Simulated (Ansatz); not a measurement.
## Changing the shape of CO, singlet

Calculated in Ansatz's Gaussian-basis code. Basis cc-pVTZ, nonrelativistic, no frozen core; active space CAS(6,6). Restricted Hartree–Fock, then the lowest state-specific CASSCF solution met for each case. Single-reference values can break down or jump between states where bonds are stretched. Solutions in different active orbitals can move differences by tenths of an eV and at times more than 1 eV.

Case A: bond length 3.3840 Å. A bond is stretched, to 2.38 times the sum of the covalent radii.

Case B: bond length 1.1280 Å.

Energy less that of case A, in eV:

```json
{"case": "B", "RHF/ROHF": "-13.335", "CASSCF": "-10.621"}
```

Problem. What does SC-NEVPT2 give for these differences?

Solution. B: -10.709 eV (-247.0 kcal/mol).
